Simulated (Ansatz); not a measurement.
SnSb2: from a trial structure to a relaxed crystal

Computed with Ansatz, DFT r2SCAN, scalar-relativistic, plane waves, PAW. Cutoff 500 eV, Γ-centred k mesh, Gaussian smearing, no spin polarisation in the final step.

The start puts SnSb2 on the cadmium chloride structure type (R-3m, No. 166), with Sn in place of Cd, Sb in place of Cl, at a guessed volume.

```xyz
3
Lattice="2.0045 1.1573 6.0540 -2.0045 1.1573 6.0540 0.0000 -2.3146 6.0540" Properties=species:S:1:pos:R:3 pbc="T T T"
Sn    0.0000    0.0000    0.0000
Sb    0.0000    0.0000   13.6215
Sb    0.0000    0.0000    4.5405
```

Cell and atoms relax at zero pressure; the relaxation can't lower the symmetry of the start. After a coarse first stage the cell is made exact in the group found at 0.06 Å.

The zero of energy is the elements' standard structures at the same level; no fitted shifts are applied.

Problem. What does it relax into?

Solution. It keeps R-3m (No. 166). The result has the cadmium chloride structure. Conventional cell: a = 4.171 Å, c = 17.542 Å. Sn has 6 Sb at 3.07 Å; around Sb lie 3 Sn at 3.07 Å and 3 Sb at 3.16 Å.

```
Sn Sb
1.0
     2.08558    1.20411    5.84746
    -2.08558    1.20411    5.84746
     0.00000   -2.40822    5.84746
Sn Sb
1 2
Direct
  0.00000 0.00000 0.00000
  0.77493 0.77493 0.77493
  0.22507 0.22507 0.22507
```

Problem. What are its volume, energy, density and gap?

Solution. The volume per atom is 29.37 Å³, the density is 6.83 g/cm³ and the energy over the elements is 0.16 eV/atom. The gap on the 12×12×12 mesh is 0 eV (a metal).

The final run used a 12×12×12 mesh on its 3-atom cell and 0.10 eV smearing. For metals, differences of a few meV/atom aren't resolved. Spin–orbit coupling is left out. Symmetry constrained the relaxation, so the result can be a saddle point.

Cost: 3 runs of about 7.9 core-minutes in all, on Arm Neoverse V1 (shared hosts).